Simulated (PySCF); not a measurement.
**One shape, several levels: S2O (Disulfur monoxide)**

We compute a comparison of 6 runs (HF/STO-3G, B2PLYP/def2-TZVP, BLYP/def2-TZVP, revPBE/def2-TZVP, wB97M-V/def2-TZVP, wB97X/def2-TZVP) of S2O (Disulfur monoxide). 

The results are computed with PySCF 2.14.0.

3 further runs of the same task are left out: 3 set aside as unsound or not needed.

### 1 The system as given

The species is S2O (3 atoms), meant as a singlet with charge 0. SMILES: `O=S=S`. The shape is that of a PBE0-D4/def2-TZVP optimisation.

Bond lengths: O1–S2 1.453 Å, S2–S3 1.880 Å. Angles: O1–S2–S3 117.8°.

### 2 A single-point energy at HF/STO-3G (run 1)

input.py

```python
from pyscf import gto

mol = gto.M(
    atom='''
O      0.853457     2.275268     0.931956
S      0.999892    -0.388358     0.281456
S     -1.853330    -1.886910    -1.213412
''',
    max_memory=1860,
    verbose=3,
    unit='bohr',
    charge=0,
    basis='sto-3g',
)

myscf = mol.RHF()
myscf.conv_tol = 1e-10
myscf.kernel()
if not myscf.converged:
    myscf = myscf.newton().run(myscf.mo_coeff, myscf.mo_occ)

energy = myscf.e_tot
print('E = %.10f Eh' % energy)
```

Started as:

```console
$ OMP_NUM_THREADS=1 python input.py
```

The log of the run:

```text
converged SCF energy = -860.002977017961
E = -860.0029770180 Eh
```

It took 0.58 s on 1 thread of Arm Neoverse V2, shared host; peak memory 0.12 GiB.

### 3 The energy at B2PLYP/def2-TZVP (run 2)

input.py

```python
from pyscf import gto, dft, mp

mol = gto.M(
    atom='''
O        0.451630       1.204020       0.493170
S        0.529120      -0.205510       0.148940
S       -0.980740      -0.998510      -0.642110
''',
    max_memory=1860,
    verbose=3,
    basis='def2-tzvp',
)

mf = dft.RKS(mol)
mf.xc = '0.53*HF + 0.47*B88, 0.73*LYP'
mf.conv_tol = 1e-10
mf.grids.level = 5
mf.kernel()
if not mf.converged:
    mf = mf.newton().run(mf.mo_coeff, mf.mo_occ)

pt = mp.MP2(mf, frozen=11).run()
e_tot = mf.e_tot + 0.27 * pt.e_corr
print('PT2 part  %.8f' % (0.27 * pt.e_corr))
print('E(%s) = %.9f' % ('B2PLYP', e_tot))
```

Started as:

```console
$ OMP_NUM_THREADS=1 python input.py
```

The log of the run:

```text
converged SCF energy = -871.149604960731
E(RMP2) = -871.894940357167  E_corr = -0.745335396436541
E(SCS-RMP2) = -871.869954006723  E_corr = -0.720349045992877
PT2 part  -0.20124056
E(B2PLYP) = -871.350845518
```

Run time: 12 s. Hardware: 1 thread of Arm Neoverse V2, shared host; peak memory 0.53 GiB.

Runs 3 to 5 aren't shown in full; the table further down has their settings and results.

### 4 A single-point energy at wB97X/def2-TZVP (run 6)

calc.py

```python
from pyscf import gto, dft

mol = gto.M(
    atom=[
    ('O', (0.451630, 1.204020, 0.493170)),
    ('S', (0.529120, -0.205510, 0.148940)),
    ('S', (-0.980740, -0.998510, -0.642110)),
],
    basis='def2-tzvp',
    max_memory=1860,
    spin=0,
    verbose=4,
)

mf = dft.RKS(mol, xc='wb97x')
mf.grids.level = 5
mf.conv_tol = 1e-10
mf.kernel()
if not mf.converged:
    mf = mf.newton().run(mf.mo_coeff, mf.mo_occ)

energy = mf.e_tot
print('E(%s) = %.9f' % ('WB97X', energy))
```

Started as:

```console
$ OMP_NUM_THREADS=1 python calc.py
```

The log of the run:

```text
PySCF version 2.14.0

[INPUT] num. atoms = 3
[INPUT] num. electrons = 40
[INPUT] charge = 0
[INPUT] spin (= nelec alpha-beta = 2S) = 0
[INPUT] symmetry False subgroup None
[INPUT] Mole.unit = angstrom
[INPUT] Symbol           X                Y                Z      unit          X                Y                Z       unit  Magmom
[INPUT]  1 O      0.451630000000   1.204020000000   0.493170000000 AA    0.853457009637   2.275268048499   0.931956232852 Bohr   0.0
[INPUT]  2 S      0.529120000000  -0.205510000000   0.148940000000 AA    0.999891887030  -0.388357615859   0.281455808993 Bohr   0.0
[INPUT]  3 S     -0.980740000000  -0.998510000000  -0.642110000000 AA   -1.853329999406  -1.886910432639  -1.213412041844 Bohr   0.0

nuclear repulsion = 142.34172430843
number of shells = 37
number of NR pGTOs = 172
number of NR cGTOs = 105
basis = def2-tzvp
ecp = {}

******** <class 'pyscf.dft.rks.RKS'> ********
method = RKS
initial guess = minao
damping factor = 0
level_shift factor = 0
DIIS = <class 'pyscf.scf.diis.CDIIS'>
diis_start_cycle = 1
diis_space = 8
diis_damp = 0
SCF conv_tol = 1e-10
SCF conv_tol_grad = None
SCF max_cycles = 50
direct_scf = True
direct_scf_tol = 1e-13
XC library pyscf.dft.libxc version 7.0.0
    S. Lehtola, C. Steigemann, M. J.T. Oliveira, and M. A.L. Marques.,  SoftwareX 7, 1–5 (2018)
XC functionals = wb97x
radial grids:
    Treutler-Ahlrichs [JCP 102, 346 (1995); DOI:10.1063/1.469408] (M4) radial grids

becke partition: Becke, JCP 88, 2547 (1988); DOI:10.1063/1.454033
pruning grids: <function nwchem_prune>
grids dens level: 5
symmetrized grids: False
atomic radii adjust function: <function treutler_atomic_radii_adjust>
small_rho_cutoff = 0
Set gradient conv threshold to 1e-05
Initial guess from minao.
tot grids = 129080
init E= -872.117266794305
  HOMO = -0.307167812936939  LUMO = -0.174866729454749  gap/eV = 3.60010
cycle= 1 E= -871.483167097549  delta_E= 0.634  |g|= 0.788  |ddm|= 1.97
  HOMO = -0.323234569501395  LUMO = -0.0829011465984095  gap/eV = 6.53981
cycle= 2 E= -871.309482874667  delta_E= 0.174  |g|= 1.28  |ddm|= 1.05
  HOMO = -0.379278399841112  LUMO = -0.08173063134236  gap/eV = 8.09669
cycle= 3 E= -871.604140713444  delta_E= -0.295  |g|= 0.137  |ddm|= 0.653
  HOMO = -0.387227758953499  LUMO = -0.0679546053943909  gap/eV = 8.68787
cycle= 4 E= -871.608272213568  delta_E= -0.00413  |g|= 0.0572  |ddm|= 0.141
  HOMO = -0.384403747295314  LUMO = -0.0674679371641957  gap/eV = 8.62426
cycle= 5 E= -871.609055752201  delta_E= -0.000784  |g|= 0.00727  |ddm|= 0.0478
  HOMO = -0.385172045826754  LUMO = -0.0675105070891249  gap/eV = 8.64401
cycle= 6 E= -871.609076138596  delta_E= -2.04e-05  |g|= 0.00203  |ddm|= 0.00933
  HOMO = -0.384915102388081  LUMO = -0.0674047140546037  gap/eV = 8.63990
cycle= 7 E= -871.609078474934  delta_E= -2.34e-06  |g|= 0.000545  |ddm|= 0.00393
  HOMO = -0.385013333150953  LUMO = -0.0674759229878319  gap/eV = 8.64063
cycle= 8 E= -871.609078715515  delta_E= -2.41e-07  |g|= 0.000188  |ddm|= 0.0013
  HOMO = -0.384997958686834  LUMO = -0.0674668041541437  gap/eV = 8.64046
cycle= 9 E= -871.609078748085  delta_E= -3.26e-08  |g|= 8.42e-05  |ddm|= 0.000533
  HOMO = -0.384994394600298  LUMO = -0.0674651304647966  gap/eV = 8.64041
cycle= 10 E= -871.609078752554  delta_E= -4.47e-09  |g|= 2.16e-05  |ddm|= 0.000193
  HOMO = -0.384992215743561  LUMO = -0.0674649602730995  gap/eV = 8.64036
cycle= 11 E= -871.609078752981  delta_E= -4.27e-10  |g|= 8.88e-06  |ddm|= 5.99e-05
  HOMO = -0.384992471979439  LUMO = -0.0674655803629207  gap/eV = 8.64035
cycle= 12 E= -871.609078753033  delta_E= -5.18e-11  |g|= 5.16e-06  |ddm|= 1.5e-05
  HOMO = -0.384991981874802  LUMO = -0.0674654812073499  gap/eV = 8.64034
Extra cycle  E= -871.609078753051  delta_E= -1.8e-11  |g|= 5.77e-06  |ddm|= 9.42e-06
converged SCF energy = -871.609078753051
E(WB97X) = -871.609078753
```

Run time: 20 s. Hardware: 1 thread of Arm Neoverse V2, shared host; peak memory 0.53 GiB.

### 5 Overview of the runs

| run | level | frozen core orbitals | integration grid | energy (Eh) | dipole moment (D) | HOMO energy (eV) | LUMO energy (eV) | wall time |
| --- | --- | --- | --- | --- | --- | --- | --- | --- |
| 1 | HF/STO-3G | – | – | -860.002977 | 1.39 | -6.04 | 3.47 | 0.58 s |
| 2 | B2PLYP/def2-TZVP | 11 | 5 | -871.350846 | 1.70 | -9.18 | -2.70 | 12 s |
| 3 | BLYP/def2-TZVP | – | 5 | -871.654236 | 1.42 | -6.69 | -4.51 | 12 s |
| 4 | revPBE/def2-TZVP | – | 5 | -871.492505 | 1.31 | -6.80 | -4.59 | 12 s |
| 5 | wB97M-V/def2-TZVP | – | 5 | -871.585178 | 1.59 | -10.27 | -1.73 | 46 s |
| 6 | wB97X/def2-TZVP | – | 5 | -871.609079 | 1.56 | -10.48 | -1.84 | 20 s |

### 6 Outcome

```
            quantity          value
 run 6: total energy  -871.60908 Eh
run 6: dipole moment         1.56 D
  run 6: HOMO energy      -10.48 eV
  run 6: LUMO energy       -1.84 eV
run 6: HOMO–LUMO gap        8.64 eV
```

The dipole moment (its size) runs from 1.31 D (revPBE/def2-TZVP) to 1.70 D (B2PLYP/def2-TZVP). A double hybrid's value is that of its SCF part. The HOMO–LUMO gap runs from 2.19 eV (BLYP/def2-TZVP) to 9.52 eV (HF/STO-3G). The two ends differ in method and basis. Totals of different functionals can't be ranked against each other. In run 1 the basis is minimal, so the values are rough. All runs together took 1.7 min, the longest 46 s.
